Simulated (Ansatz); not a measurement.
**AlPt (Pm-3m)**

All numbers below come from DFT r2SCAN, scalar-relativistic, plane waves, PAW (Ansatz).

Cutoff 500 eV; k points 14×14×14 on the computed 2-atom cell (Γ-centred); Gaussian smearing, width 0.10 eV; no spin polarisation.

The structure is relaxed at this level of theory with its symmetry kept. Whether it is the stable form of this composition wasn't checked.

Symmetry: Pm-3m, No. 221, cubic system. The conventional cell has a = 3.066 Å, b = 3.066 Å, c = 3.066 Å, α = 90.00°, β = 90.00°, γ = 90.00°. Al (site symmetry m-3m) has 8 Pt at 2.66 Å as nearest neighbours. Pt (site symmetry m-3m) has 8 Al at 2.66 Å as nearest neighbours.

```json
{
  "Volume per atom": "97.3 bohr³",
  "Formation energy from the elements' standard states (uncorrected)": "-0.982 eV/atom",
  "Generalised Kohn–Sham band gap": "none (metal)",
  "Density of states at the Fermi level": "0.63 states/eV per cell",
  "Löwdin character within 0.5 eV of the Fermi level": "Pt 5d 42 %, Al 3p 36 %, Al 3s 9 %, unprojected 6 %",
  "Bulk modulus": "203 GPa",
  "Its pressure derivative": "4.6",
  "Bader charges (e)": "Al (1 in the cell) 2.17, Pt (1 in the cell) -2.17"
}
```

Spin-orbit coupling is left out, which matters for the bands of heavy elements.

Cost: 6 runs of about 1.5 core-minutes in all, on Arm Neoverse V1 (shared hosts).